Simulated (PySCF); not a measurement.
Carbon disulfide, CS₂, SMILES S=C=S, point group D∞h.

Force field and properties: B3LYP/pcSseg-2 (PySCF, grid level 2). Vibrational terms come from second-order perturbation theory with semi-diagonal cubic constants, by steps of ±0.6 along the normal coordinates of each isotopologue. The parent has the commonest isotopes.

Equilibrium geometry (Å):

| atom | x | y | z |
| --- | --- | --- | --- |
| S1 | -1.5362 | 0.3195 | -0.0244 |
| C2 | 0.0153 | 0.2307 | -0.0167 |
| S3 | 1.5668 | 0.1418 | -0.0090 |

Question: How much do zero-point and thermal motion change the parent's shieldings?

Answer: 
```tsv
atom	σe (ppm)	anharmonic part, 0 K	harmonic part, 0 K	Δσ at 0 K	Δσ at 350 K	Δσ at 400 K
S1	494.78	-2.87	-10.26	-13.13	-16.55	-17.58
C2	-35.06	-0.75	-1.75	-2.50	-3.04	-3.19
```

Question: And the bond lengths, in the parent and with ¹³C at 2?

Answer: 
```
 bond  re (Å)  ⟨r⟩ at 0 K  between mean positions  ⟨r⟩, labelled
S1–C2  1.5541      1.5587                  1.5561         1.5586
```

The study (64 SCF points, 122 basis functions) took 3.6 min on 1 thread of AMD EPYC 7B13 (shared host) (rough), peak memory 0.56 GiB, launched as `OMP_NUM_THREADS=1 python ens_run.py task.json out`.
